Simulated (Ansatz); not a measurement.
**PH₄ (doublet): wave-function methods side by side at a displaced geometry (v1), cc-pVDZ**

Aim: climb from Hartree-Fock through coupled cluster and multireference methods for PH₄ (doublet) at one geometry and basis, and see what each rung misses.

The runs use Ansatz 0.2.0, Gaussian basis; cc-pVDZ, core rule «outside noble gas», up to 5 orbitals frozen.

To be run: UHF; CCSD(T) on ROHF; CCSD(T) on UHF; BCCD(T) on ROHF; CISD; CCSDT(Q) on ROHF; CCSDT(Q) on UHF; CASSCF and MRCISD+Q, 9 electrons in 8 orbitals; CASSCF and NEVPT4(SD), 9 electrons in 8 orbitals; CASSCF and NEVPT2, 9 electrons in 8 orbitals.

15 further runs of the same task are left out: 4 that didn't finish, 11 set aside as unsound or not needed.

### Step 1. What is computed

The geometry is a PBE0/def2-TZVP stationary point (not a proven minimum) with its atoms shifted at random (size 0.040 Å).

5 atoms, charge 0, spin multiplicity 2.

Atoms are counted from 1 here; the program's logs count them from 0.

Bond lengths: P1–H2 1.530 Å, P1–H3 1.415 Å, P1–H4 1.461 Å, P1–H5 1.439 Å. Angles: H2–P1–H3 90.9°, H2–P1–H4 91.5°, H2–P1–H5 174.9°, H3–P1–H4 101.2°, H3–P1–H5 92.7°, H4–P1–H5 91.3°.

### Step 2. UHF

The input, in.yaml:

```yaml
crystal:
  periodic: [false, false, false]
  atoms:
    - {symbol: P, position_ang: [0.048719, -0.000113, 0.004732]}
    - {symbol: H, position_ang: [0.163836, -0.016255, -1.521089]}
    - {symbol: H, position_ang: [-0.812407, 1.121293, -0.049034]}
    - {symbol: H, position_ang: [-0.915184, -1.097997, -0.019232]}
    - {symbol: H, position_ang: [0.066638, -0.003580, 1.443947]}
basis:
  gaussian: {orbitals: cc-pVDZ}
magnetization: {spin_polarized: true, initial_magnetization: 1}
hamiltonian: {xc: hf}
output: {orbitals: {seedname: orbitals}}
```

Run with:

```
$ ansatz run in.yaml --threads 1 --pin off --events-out ev --progress --plain --max-ram 2393MiB
```

Further steps of the session: CCSD(T) on ROHF; CCSD(T) on UHF; BCCD(T) on ROHF; CISD; CCSDT(Q) on ROHF; CCSDT(Q) on UHF; CASSCF and MRCISD+Q, 9 electrons in 8 orbitals; CASSCF and NEVPT4(SD), 9 electrons in 8 orbitals; CASSCF and NEVPT2, 9 electrons in 8 orbitals.

Q: Predict the results of all the runs planned. Wanted: UCCSDT(Q) below the RHF energy; RMP2 from UCCSDT(Q); UMP2 from UCCSDT(Q); RCCSD from UCCSDT(Q); RCCSD(T) from UCCSDT(Q); UCCSD(T) from UCCSDT(Q); RCCSDT(Q) from UCCSDT(Q); NEVPT2 valence from UCCSDT(Q); NEVPT4(SD) valence from UCCSDT(Q).

**Answer**, as computed:

| quantity | value |
| --- | --- |
| UCCSDT(Q) below the RHF energy | -5.1184 eV |
| RMP2 from UCCSDT(Q) | +97.6 kJ/mol |
| UMP2 from UCCSDT(Q) | +98.8 kJ/mol |
| RCCSD from UCCSDT(Q) | +13.4 kJ/mol |
| RCCSD(T) from UCCSDT(Q) | +2.4 kJ/mol |
| UCCSD(T) from UCCSDT(Q) | +2.5 kJ/mol |
| RCCSDT(Q) from UCCSDT(Q) | 0.0 kJ/mol |
| NEVPT2 valence from UCCSDT(Q) | +83.8 kJ/mol |
| NEVPT4(SD) valence from UCCSDT(Q) | +8.6 kJ/mol |
| MRCISD+Q valence from UCCSDT(Q) | 0.0 kJ/mol |
| levels within 1 kcal/mol (43 meV) | RCCSD(T), UCCSD(T), BCCD(T), RCCSDT, UCCSDT, RCCSDT(Q), MRCISD+Q valence |
| T1 diagnostic | 0.023 |
| effectively unpaired electrons | 1.02 |

What this shows: RCCSD(T) lands +2.4 kJ/mol from the yardstick (0.5 % of the correlation energy). One determinant dominates. Of the multireference levels listed MRCISD+Q valence comes nearest in total energy (0.0 kJ/mol), which doesn't show that its space is the better one. These misses are within one basis, not against nature; the frozen cores of restricted and unrestricted runs differ, which can shift their rows.
